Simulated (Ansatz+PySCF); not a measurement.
The numbers below are computed, except where a source is named.
Input for PySCF 2.14.0:

```python
from pyscf import gto, dft

mol = gto.M(atom="""
C 0.009890 0.043600 -0.022380
C 1.397270 -0.046420 0.007380
C -0.728140 1.205560 -0.041090
C -0.699190 -1.206150 0.045680
H 1.957640 -0.890670 -0.008020
H 1.986730 0.906920 -0.039180
H -1.758150 1.271160 0.008030
H -0.177620 2.178170 0.049970
H -1.845600 -1.256660 -0.012940
H -0.191120 -2.162870 -0.044990
""", basis='def2-svp', charge=0, spin=2)
mf = dft.UKS(mol, xc='pbe0')
mf.kernel()
print(mf.converged, mf.e_tot, mf.spin_square()[0])
```

The script is written out from the run's settings.

Output:

```
Converged                       : yes
Total energy                    : -155.60389 hartree
Spin squared of the determinant : 2.045
Cycles                          : 10
```
